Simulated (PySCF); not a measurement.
Molfile (atoms numbered from 1):
```
C2HFN2S
     RDKit          3D

  7  7  0  0  0  0  0  0  0  0999 V2000
    1.2227   -1.9522    0.0821 F   0  0  0  0  0  0  0  0  0  0  0  0
    0.6711   -0.7695    0.0829 C   0  0  0  0  0  0  0  0  0  0  0  0
   -0.6671   -0.6859    0.2695 N   0  0  0  0  0  0  0  0  0  0  0  0
   -0.9895    0.5738    0.2327 C   0  0  0  0  0  0  0  0  0  0  0  0
    0.3730    1.5900   -0.0302 S   0  0  0  0  0  0  0  0  0  0  0  0
    1.3982    0.2934   -0.0920 N   0  0  0  0  0  0  0  0  0  0  0  0
   -2.0083    0.9504    0.3545 H   0  0  0  0  0  0  0  0  0  0  0  0
  1  2  1  0
  2  3  1  0
  3  4  2  0
  4  5  1  0
  5  6  1  0
  6  2  2  0
  4  7  1  0
M  END
```

Geometry: PBE0-D3(BJ)/def2-SVP; GIAO absolute shieldings from PySCF 2.14.0 with density-fitted response routines, gas phase, non-relativistic, averaged over equivalent atoms.

At PBE0/pcSseg-1 (114 basis functions, 7.4 s wall time on 1 thread of an x86-64 server CPU, shared host):
```json
{"atoms": "F1", "σ (ppm)": "260.8"}
{"atoms": "C4", "σ (ppm)": "3.0"}
{"atoms": "C2", "σ (ppm)": "9.6"}
{"atoms": "N3", "σ (ppm)": "-58.8"}
{"atoms": "N6", "σ (ppm)": "2.6"}
{"atoms": "S5", "σ (ppm)": "69.0"}
{"atoms": "H7", "σ (ppm)": "22.00"}
```

Q: What do these become at B97-2/pcSseg-2?

A: 
```csv
atoms,σ at B97-2/pcSseg-2,change
F1,259.2,-1.6
C4,-0.6,-3.6
C2,7.5,-2.1
N3,-58.7,+0.1
N6,4.7,+2.1
S5,61.8,-7.2
H7,21.92,-0.08
```

The largest change is at S5 (aromatic ring sulfur). Cost: 237 basis functions, 21 s wall time on 1 thread of an x86-64 server CPU, shared host.
